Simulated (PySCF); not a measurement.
## Match the barriers

Saddle point of BH$_{5}$S, singlet (BH₃S ([BH2][SH]) + H₂ → BH₃ + H₂S (still joined by a long B–S bond); bonds formed: B1–H6, S2–H5; bonds broken: H5–H6; bonds weakened to dative contacts: B1–S2), PBE0-D4/def2-TZVP structure:

```tsv
atom	x (Å)	y (Å)	z (Å)
B1	-0.1787	-0.6083	-0.2191
S2	0.9765	1.0813	-0.1995
H3	-1.2030	-0.3807	-0.7820
H4	0.5834	-1.4651	-0.5481
H5	0.2575	0.1721	0.8577
H6	-0.4126	-0.7745	1.0146
H7	-0.0232	1.9750	-0.1237
```

Computed with PySCF 2.14 with density fitting (its default auxiliary sets; JK sets also for MP2 and CCSD(T)) (basis: def2-TZVPP, with def2-QZVPP for the basis limit); correlated methods freeze the cores. Extrapolation: Hartree–Fock as exp(−7.88 √X), correlation as X^−2.97. Four methods, as single points on the PBE0-D4 structures, gave these electronic barriers from the start structure: 0.280, 0.823, 1.044, 1.722 eV.

Problem. The methods were, in alphabetical order, HF, MP2, r2SCAN-D4, SPW92. Which gave which? (Judge from chemistry; the calculation decides.)

Solution. The calculation gives: SPW92 0.280; r2SCAN-D4 0.823; MP2 1.044; HF 1.722 eV. For comparison, CCSD(T) at an estimated basis limit (MP2 extrapolated from triple and quadruple zeta, plus CCSD(T) − MP2 in triple zeta) gives 1.063 eV.

The T1 diagnostic stays at or below 0.015.

Labels in which every atom is bracketed show which atoms are joined, not bond orders.

For scale, one of the runs: CCSD(T)/def2-TZVPP, 143 basis functions, launched by `OMP_NUM_THREADS=4 python run.py`. Time: 27 s of wall clock on 4 CPU threads of an Intel Xeon 6975P-C; the host was shared. Peak host memory: 0.7 GiB.
